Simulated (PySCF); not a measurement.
H₂B–B, triplet: the ladder up to RCCSDT

Geometry: a point of a breathe scan, not a stationary point.

```csv
atom,x (Å),y (Å),z (Å)
B,0.0000,0.0000,1.6046
B,0.0000,0.0000,-2.1600
H,0.0000,2.4887,2.9782
H,0.0000,-2.4887,2.9782
```

Basis 6-31G; PySCF 2.14.0. Correlated methods freeze the noble-gas cores, which leaves 8 electrons in 20 orbitals. Prefix R: restricted or restricted open-shell reference; prefix U: unrestricted.

Full CI isn't at hand for all of this; RCCSDT serves as the reference. It lacks quadruple excitations, which often exceed the step from CCSD(T) to CCSDT. The frozen core follows each run's orbitals, which can shift R against U totals by a few meV.

Unrestricted rows (U) aren't spin-pure: their determinants' ⟨S²⟩ exceeds S(S+1) by up to 0.90, so they mix in states of higher spin.

* UHF ⟨S²⟩: 2.899
* T1 diagnostic (ROHF- or RHF-based CCSD): 0.1268
* largest doubles amplitude (ROHF- or RHF-based CCSD): 0.377
* T1 diagnostic (UCCSD): 0.0569

From what is known of these methods and the diagnostics, rank them by the size of their error in total energy against RCCSDT in 6-31G, smallest first (an estimate: the text doesn't fix the numbers).
A. UCCSD(T)
B. UCCSD
C. RMP2
D. RHF
E. RCCSD

A (4.5 kJ/mol), B (10.0 kJ/mol), E (18.7 kJ/mol), C (254.9 kJ/mol), D (561.8 kJ/mol).

All errors are against RCCSDT in 6-31G. With T1 at 0.127 and a doubles amplitude of 0.38 one determinant is a poor start. Within each family the higher level lies nearer, as is usual though not guaranteed.
